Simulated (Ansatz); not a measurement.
## HClO, singlet: CASSCF and its corrections

Program: Ansatz, Gaussian basis, development build. Basis aug-cc-pVDZ on O/H, aug-cc-pV(D+d)Z on Cl, nonrelativistic, no frozen core. State-specific CASSCF; RHF is the lowest restricted (open-shell) Hartree–Fock solution met. Solutions may break the symmetry of the shape. Lower solutions, or ones in other orbitals, may exist.

Geometry. A bond is stretched, to 1.33 times the sum of the covalent radii.

```xyz
3

O     0.0000    0.1156   -1.4459
H     0.0000   -0.8256   -1.7129
Cl    0.0000   -0.0058    0.7812
```

Task: What do CASSCF and its corrections give against RHF in CAS(2,2), and what are the occupations?

Result: CASSCF -2.242 eV, SC-NEVPT2 -12.406 eV; occupations 1.68, 0.32.
